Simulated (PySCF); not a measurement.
Molecule: SMILES C(=C)(C)[C+](C)C, [C$_{6}$H$_{11}$]+.

Structure with atom numbers: `[CH2:1]=[C:2]([CH3:3])[C+:4]([CH3:5])[CH3:6]`; H(Xn) means a hydrogen on atom n. Ha(C1) is cis to C3; Hb(C1) is trans to C3.

Geometry PBE0-D3(BJ)/def2-SVP throughout; GIAO in PySCF, gas phase, one conformer, non-relativistic; equivalent atoms averaged; functional PBE0.

For orientation, 6-31G gives these absolute shieldings σ: C4 -57.7, C1 23.1, C2 49.4, C5/C6 161.3, C3 178.4, Hb(C1) 23.54, Ha(C1) 24.02, H(C5)/H(C6) 28.85, H(C3) 29.88 ppm.

A run gave: C4 -69.0, C1 13.5, C2 42.6, C5/C6 157.3, C3 174.7, Hb(C1) 22.68, Ha(C1) 23.25, H(C5)/H(C6) 28.00, H(C3) 28.99 ppm (absolute shieldings σ).

Question: Which basis set was used in that run?
A. 6-31G*
B. def2-SVP
C. STO-3G
D. 6-311+G(2d,p)
E. pcSseg-1

Answer: B. C4 tells them apart best: def2-SVP gives -69.0, 6-311+G(2d,p) gives -85.7, STO-3G gives 17.1, pcSseg-1 gives -91.1, 6-31G* gives -61.6 ppm.
